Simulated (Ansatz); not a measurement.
bcc Ta was calculated with r²SCAN (plane waves, PAW; Ansatz, a first-principles code).

Numerical settings: plane-wave cutoff 600 eV, 16×16×16 k mesh, Fermi–Dirac smearing 0.1 eV, finite displacements, force constants from a 4×4×4 q mesh, scalar-relativistic PAW data made under PBE.

Computed at the level's own relaxed cell.

Harmonic phonon frequencies (cm⁻¹; i marks an imaginary mode):

```
q point  frequencies
-------  -----------
N         (withheld)
H        166 166 166
```

Some entries are withheld; supply them.


- N, frequencies: 91 135 150

No imaginary mode appears at these points.
